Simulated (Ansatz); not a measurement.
## Ladder of methods for the lattice parameter a of 2H MoS2

Reference value: 3.16 Å (measured, 300 K, no zero-point or thermal correction; as tabulated in arXiv:1605.07067).

**Question.** Put these levels in order of the lattice parameter a that they give for 2H MoS2, smallest first: HSE06 (Ansatz, an electronic-structure program), LDA (Ansatz), PBE (Ansatz), r²SCAN+rVV10 (Ansatz).

**Answer.** LDA (3.122 Å), HSE06 (3.150 Å), r²SCAN+rVV10 (3.173 Å), PBE (3.185 Å)

Differences against the reference: LDA -1.20 %, PBE +0.79 %, r²SCAN+rVV10 +0.41 %, HSE06 -0.32 %.

The measured value isn't corrected to a static lattice, so vibrations enter the comparison. The crystal itself was run without spin with PBE, LDA, HSE06; a magnetic state was not tried in these runs. PBE: for a layered or molecular solid the relaxed cell lies over 5 % above the published volume, where the minimum can be shallow. PBE, HSE06: the cell comes from a level without a dispersion term, which matters for the spacing of layers, chains or molecules. LDA: LDA has no dispersion term either, though it tends to give short spacings of layers, chains or molecules. Cutoffs and k meshes differ between the levels. Ansatz's density-functional and Hartree–Fock values are scalar-relativistic unless marked +SOC, with PAW data made under PBE.

Differences are worked out from the printed values.
